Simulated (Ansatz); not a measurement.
We consider cubic perovskite KTaO₃, described by HSE06 in Ansatz (PAW).

Settings: plane-wave cutoff 460 eV, 6×6×6 k mesh, Fermi–Dirac smearing 0.01 eV, scalar-relativistic PAW data made under PBE.

Cell (relaxed at this level):

```yaml
crystal:
  lattice:
    - [3.98622, 0.00000, 0.00000]
    - [0.00000, 3.98622, 0.00000]
    - [0.00000, 0.00000, 3.98622]
  atoms:
    - { symbol: K, position: [0.00000, 0.00000, 0.00000] }
    - { symbol: Ta, position: [0.50000, 0.50000, 0.50000] }
    - { symbol: O, position: [0.50000, 0.00000, 0.50000] }
    - { symbol: O, position: [0.00000, 0.50000, 0.50000] }
    - { symbol: O, position: [0.50000, 0.50000, 0.00000] }
```

Question: Give the computed bulk modulus B0, band gap, smallest direct gap on the k points sampled and pressure derivative B′ of the bulk modulus.

Answer: 
- bulk modulus B0 = 212 GPa
- band gap = 3.59 eV (on the SCF k mesh)
- smallest direct gap on the k points sampled = 4.24 eV
- pressure derivative B′ of the bulk modulus = 4.4

Measured, for comparison: band gap 3.64 eV (temperature not stated, not corrected to a static lattice, indirect; as tabulated in Himmetoglu and Janotti (2016), arXiv:1601.06205); bulk modulus 220 GPa (temperature not stated, not corrected to a static lattice; as tabulated in Tinte et al. (1998), arXiv:cond-mat/9809379). Computed (rounded) less measured: bulk modulus -4 %.

Spin–orbit coupling is not included.

Computed values are for the static lattice.

Ansatz is a quantum-chemistry and plane-wave program.
